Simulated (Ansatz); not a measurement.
**CH₅ClSi: basis-set convergence**

An exercise on one series of results from a longer session: the logs are not shown, and one member is left open.

Program: Ansatz 0.2.0, Gaussian basis. Level of theory: one geometry, several basis sets. These are calculated values, not measurements.

Plan: PBE0-D4/def2-SVP; ωB97M-V/def2-SVP; PBE0-D4/def2-QZVPP; ωB97M-V/def2-QZVPP; CCSD(T)/cc-pV(D+d)Z; CCSD(T)/cc-pV(T+d)Z; CCSD(T)/cc-pV(Q+d)Z; the functionals' def2-TZVPP values are taken from earlier runs.

## Structure used throughout

The geometry comes from an earlier relaxation with PBE0-D4 in a triple-zeta def2 set; it is a stationary point, not always the lowest conformer.

8 atoms, charge 0, spin multiplicity 1.

Atoms are counted from 1 here; the program's logs count them from 0.

Bond lengths: C1–Si2 1.857 Å, C1–H4 1.094 Å, C1–H5 1.092 Å, C1–H6 1.092 Å, Si2–Cl3 2.062 Å, Si2–H7 1.483 Å, Si2–H8 1.483 Å. Angles: Si2–C1–H4 110.0°, Si2–C1–H5 110.8°, Si2–C1–H6 110.8°, H4–C1–H5 108.4°, H4–C1–H6 108.4°, H5–C1–H6 108.5°, C1–Si2–Cl3 109.6°, C1–Si2–H7 111.5°, C1–Si2–H8 111.6°, Cl3–Si2–H7 107.2°, Cl3–Si2–H8 107.2°, H7–Si2–H8 109.5°.

The first run:

Input file in.yaml:

```yaml
crystal:
  periodic: [false, false, false]
  atoms:
    - {symbol: C, position_ang: [-0.612048, 0.785387, -0.172981]}
    - {symbol: Si, position_ang: [0.439656, -0.728789, 0.049345]}
    - {symbol: Cl, position_ang: [1.888048, -0.363915, 1.471107]}
    - {symbol: H, position_ang: [-1.381260, 0.598876, -0.927632]}
    - {symbol: H, position_ang: [-0.006517, 1.632718, -0.500579]}
    - {symbol: H, position_ang: [-1.105778, 1.054797, 0.762754]}
    - {symbol: H, position_ang: [1.139105, -1.095528, -1.206346]}
    - {symbol: H, position_ang: [-0.361217, -1.883555, 0.524323]}
basis:
  gaussian: {orbitals: def2-SVP}
hamiltonian: {xc: pbe0, dispersion: d4}
output: {orbitals: {seedname: orbitals}}
```

Started as:

```sh
$ ansatz run in.yaml --threads 2 --pin off --events-out ev --progress --plain --max-ram 32768MiB --backend cpu
```

Among the steps run: PBE0-D4 in def2-SVP; ωB97M-V in def2-SVP; PBE0-D4 in def2-QZVPP; ωB97M-V in def2-QZVPP.

One of the session's tables, all rows but one given; the rest of the session is left out.

It belongs to the step «Functionals by basis». 

```
functional       basis  HOMO (eV)  LUMO (eV)
   PBE0-D4    def2-SVP      -8.61       0.87
   PBE0-D4  def2-TZVPP      -8.75       0.46
   PBE0-D4  def2-QZVPP      -8.77       0.23
   ωB97M-V    def2-SVP     -10.81       2.85
   ωB97M-V  def2-TZVPP          ?          ?
   ωB97M-V  def2-QZVPP     -11.02       1.60
```

**Question.** Estimate the row for ωB97M-V, def2-TZVPP.

The run gave: HOMO (eV): -10.99; LUMO (eV): 2.18. In the column «HOMO (eV)» it lies between ωB97M-V, def2-QZVPP (-11.02) and ωB97M-V, def2-SVP (-10.81).
